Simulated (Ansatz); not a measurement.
Two isomers of C4H10S: A = `CC(C)(C)S`, B = `CCSCC`.

Isolated molecules relaxed with PBE0-D4/def2-TZVP in Ansatz; ΔE leaves out vibrations. CCSD(T)/CBS is the MP2 limit (def2-TZVPP, def2-QZVPP) plus CCSD(T) − MP2 in def2-TZVPP, frozen cores. DFT in def2-TZVPP. B3LYP here is the variant with VWN-RPA as its local correlation; programs differ in this. One conformer a species, not always the lowest.

Which is lower in electronic energy at CCSD(T)/CBS, and by how much? (An estimate is asked.)

Computed: A, by 4.7 kcal/mol.

Give E(B) − E(A) in kcal/mol with B3LYP-D4, r2SCAN-D4, HF/def2-TZVPP, MP2/def2-TZVPP, BLYP-D4, B3LYP, LDA (SPW92). (Best estimate.)

Ansatz gave: B3LYP-D4 2.9, r2SCAN-D4 3.7, HF/def2-TZVPP 2.6, MP2/def2-TZVPP 5.9, BLYP-D4 2.6, B3LYP 1.8, LDA (SPW92) 4.8. None reverses the order clearly.

Does the order hold for the free energy at 298.15 K (harmonic terms from PBE0-D4)? (Estimate.)

Computed: Yes: G(B) − G(A) = +5.8 kcal/mol, for one conformer each. Modes under 60 cm⁻¹, often nearly free rotors, make the harmonic entropy too high.

Largest T1 diagnostic: 0.009.

The D4 term adds +1.1 kcal/mol with B3LYP and +0.5 kcal/mol with PBE0; it sums over pairs of atoms, weighted by their polarisabilities, and B3LYP, whose exchange is more repulsive, gets the larger term. Leaving LDA and LC-ωPBE aside and taking each functional with its dispersion term where it has one, the values, not all of them listed here, spread over 1.7 kcal/mol, from PBE-D4 to PBE-QIDH. LDA lies +2.9 kcal/mol from PBE without D4.
